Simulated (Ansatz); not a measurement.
A made-up structure of NaBH2O, singlet:

```
5
angstrom
O -0.8901 -0.2267 -0.3704
B 0.2662 0.0224 0.0932
Na -0.0066 1.7405 0.6709
H -0.7057 -0.8964 -0.5708
H 1.3362 -0.6398 0.1770
```

It is relaxed with PBE-D4/def2-SVP and then PBE0-D4/def2-TZVP (Ansatz 0.2.0). Atoms count as bonded within 1.22 times the sum of their covalent radii (H–H: 0.88 Å). The end point is not checked to be a true minimum.

(1) Does its bonding change? (Judge from chemistry; the calculation decides.)

Results:

(1) Computed: Yes. Formed: none; broken: O1–Na3.

Where it ends: The first stage lowers the energy by 5.83 eV in 10 steps. It ends as NaBH₂O ([OH][BH][Na]):
```xyz
5
angstrom
O -0.8686 -0.4646 -0.4491
B 0.2562 0.0757 0.1087
Na 0.1302 2.4286 0.9804
H -0.7448 -1.3689 -0.7607
H 1.2270 -0.6708 0.1207
```

Labels in which every atom is bracketed show which atoms are joined, not bond orders.

For scale, one of the runs: PBE0-D4/def2-TZVP relaxation, 106 basis functions, launched by `ansatz run in.yaml --threads 2 --pin off --events-out ev --progress --plain --max-ram 4352MiB`. Hardware: 2 CPU threads of an Arm Neoverse V2, shared host. Wall time about 12 s.
